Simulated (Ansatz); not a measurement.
Program: Ansatz. Geometries: PBE0-D4/def2-TZVP. ΔE: electronic, gas phase. CCSD(T)/CBS is the MP2 limit (def2-TZVPP, def2-QZVPP) plus CCSD(T) − MP2 in def2-TZVPP, frozen cores. This one scheme is used for every species. DFT in def2-TZVPP. One conformer a species, not always the lowest.

Consider the hydrogenolysis of a C–C bond: `CC(F)(F)CF` + H₂ → `CC(F)F` + `CF`.

```tsv
level	ΔE (kcal/mol)
PBE0	-10.5
SCS-MP2/def2-TZVPP	-9.7
```

(1) What does CCSD(T)/CBS give? (Estimate.)

Largest T1 diagnostic among the species: 0.011.

Answers

(1) The calculation gave: -8.7 kcal/mol. The listed levels differ from it by -1.8, -1.0 kcal/mol.

From r2SCAN to r2SCAN0 (25 % exact exchange), in def2-TZVPP and without D4, ΔE moves by −1.0 kcal/mol. In def2-TZVPP, CCSD(T) changes the Hartree–Fock value by +5.3 kcal/mol (the triples alone add +1.1 kcal/mol) and MP2 by +5.6 kcal/mol. The D4 term adds +2.2 kcal/mol with B3LYP and +1.2 kcal/mol with PBE0; it sums over pairs of atoms, weighted by their polarisabilities, and B3LYP, whose exchange is more repulsive, gets the larger term.

B3LYP here is the variant with VWN-RPA as its local correlation; programs differ in this.
